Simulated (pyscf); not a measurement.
Thermochemistry of product channels of H₂P–Ga [singlet] + H atom (H•) on the doublet surface, in kcal/mol, from ωB97M-D3(BJ)/def2-TZVP energies (ideal gas, 1 atm, RRHO with modes under 100 cm⁻¹ raised to 100, one conformer, R ln 2 for rigid chiral ones). Optimised with ωB97X-D3(BJ)/def2-SVP in PySCF.

| products | ΔE | ΔH(298 K) | ΔG(298 K) | ΔG(900 K) |
|---|---|---|---|---|
| [HP=Ga]• + hydrogen (H₂) | -21.8 | -20.8 | -21.8 | -23.6 |
| GaH₂• + PH [triplet] | +28.3 | +28.2 | +25.9 | +22.4 |
| •P=GaH + hydrogen (H₂) | -6.5 | -5.2 | -4.5 | -3.1 |
| •HP–GaH₂ | -35.1 | -32.9 | -26.2 | -12.1 |
| [H₂P–GaH]• | -41.2 | -38.1 | -31.4 | -17.1 |
| GaH [singlet] + PH₂• | -10.4 | -9.6 | -11.2 | -13.3 |

These are energies of the channels, which say nothing of barriers. The term symbol of open-shell •P=GaH was not checked; spin-orbit terms and orbital degeneracy are left out. Elements up to Kr have no core potential and no relativistic terms here.
